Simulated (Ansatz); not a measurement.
We consider zinc-blende ZnS, described by HSE06 (Ansatz, a program for electronic structure, plane waves, PAW).

The same calculation (at the measured cell, 19.782 Å³/atom) with different numerical settings:

```
run    k mesh  gap on the mesh (eV)  total energy (eV/atom)
---  --------  --------------------  ----------------------
1       4×4×4                 3.341              -2111.6858
2       6×6×6                 3.325              -2111.7035
3       8×8×8                 3.323              -2111.7044
4    10×10×10                 3.322              -2111.7045
5    12×12×12                 3.323              -2111.7045
```

In the column total energy (eV/atom) the first row differs from the last by +0.0187 and the next to last by 0.0000.

The last row is no converged limit: other settings stay fixed.
